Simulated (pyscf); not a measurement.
`[CH]#[C][CH3]` + `[OH2]` → `[CH2]=[C]([CH3])[OH]`, an addition across a multiple bond or ene-type step (singlet surface; H–O broken, C–O, C–H formed). PySCF, gas phase, ωB97X-D3(BJ)/def2-SVP geometries. Correlated levels are frozen-core, on RHF or UHF. ΔMP2 is the change of the MP2 total energy from the triple- to the quadruple-zeta basis. Energies in eV from the separated reactants.

GFN2-xTB: tblite. 

Problem. Quick GFN2-xTB single points give ΔE‡ = 2.44 eV and ΔE = -1.79 eV. What does CCSD(T)/def2-TZVPP + ΔMP2(QZVPP) give, and how far is the quick result from it?

Solution. CCSD(T)/def2-TZVPP + ΔMP2(QZVPP) gives ΔE‡ = 2.33 eV and ΔE = -1.30 eV. GFN2-xTB lies 0.11 eV over it in the barrier and 0.49 eV under it in the reaction energy, so on this step it does not hold to within 0.13 eV. CCSD(T)/def2-TZVPP + ΔMP2(QZVPP) has limits of its own. On the product side the descent ends in a point that may be a rotor saddle (no frequency run), 0.08 eV over the lowest minimum found and 3.64 eV under the saddle at ωB97X-D3(BJ)/def2-TZVP. At ωB97X-D3(BJ)/def2-TZVP the barrier from the zero used here is 2.13 eV. One saddle was located; it need not be the lowest between these sides. The CCSD(T) − MP2 part came from Ansatz, without density fitting, on the same reference.
